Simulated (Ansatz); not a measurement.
The input, for Ansatz 0.2.0:

```yaml
crystal:
  periodic: [false, false, false]
  atoms:
    - {symbol: Br, position_ang: [-1.661971, 0.000000, -0.000001]}
    - {symbol: H, position_ang: [-0.048971, 0.000000, 0.000000]}
    - {symbol: Ge, position_ang: [1.737029, 0.000000, 0.000001]}
    - {symbol: H, position_ang: [2.205698, -1.465915, 0.000001]}
    - {symbol: H, position_ang: [2.205698, 0.732957, -1.269519]}
    - {symbol: H, position_ang: [2.205698, 0.732957, 1.269520]}
basis:
  gaussian: {orbitals: cc-pVDZ}
magnetization: {spin_polarized: false, initial_magnetization: 1}
correlation: {method: bccd_t, electrons: outside_noble_gas}
```

```sh
$ ansatz run in.yaml --threads 1 --pin off --events-out ev --progress --plain --max-ram 4096MiB --backend cpu
```

Log:

```
814 factors; integrals over basis functions are off by at most 1.6e-3 eV
mean field evaluation 1: about -126531.5731 eV, gradient 1.3e1 eV
mean field evaluation 2: about -126531.5785 eV, gradient 1.3e1 eV
mean field evaluation 4: about -126532.4787 eV, gradient 1.5e0 eV
mean field evaluation 8: about -126532.4922 eV, gradient 6.2e-4 eV
mean field evaluation 16: about -126532.4922 eV, gradient 1.5e-6 eV
mean field evaluation 32: about -126530.2498 eV, gradient 2.1e-1 eV
mean field -126532.49221598 eV, -4649.9833221335 hartree, gradient 1.5e-6 eV, S^2 0.750000; 1 other end points of the search recorded, 0 dependent functions left out
determinant -126532.49221598 eV, -4649.9833221335 hartree, with singles and doubles -126539.86637560 eV, -4650.2543175012 hartree
determinant -126530.25030348 eV, -4649.9009333690 hartree, with singles and doubles -126537.51001991 eV, -4650.1677230269 hartree
28 core orbitals not correlated: weight in the atoms' cores, before any rotation towards them, 0.999 or more for the frozen orbitals, at most 0.000 for the correlated occupied ones
reference -126532.49221598 eV, -4649.9833221335 hartree; 8, 7 occupied and 38, 39 virtual orbitals, 814 factors
second order -6.24115470 eV of doubles, -0.08451103 eV of singles
cycle   1  -7.37570988 eV  change   -1.6e-3 eV  update   4.9e-3
cycle   2  -7.37430956 eV  change    1.4e-3 eV  update   1.8e-3
cycle   3  -7.37357178 eV  change    7.4e-4 eV  update   9.9e-4
cycle   4  -7.37346121 eV  change    1.1e-4 eV  update   3.0e-4
cycle   5  -7.37353725 eV  change   -7.6e-5 eV  update   1.1e-4
cycle   6  -7.37352635 eV  change    1.1e-5 eV  update   4.3e-5
cycle   7  -7.37352415 eV  change    2.2e-6 eV  update   1.8e-5
perturbative correction -0.14488953 eV, -0.0053245919 hartree
Total energy: -126540.01062965 eV, -4650.2596187398 hartree
```

Ran on 1 thread of AMD EPYC 7R13, shared host: 8 s wall, 0.26 GiB peak host memory.
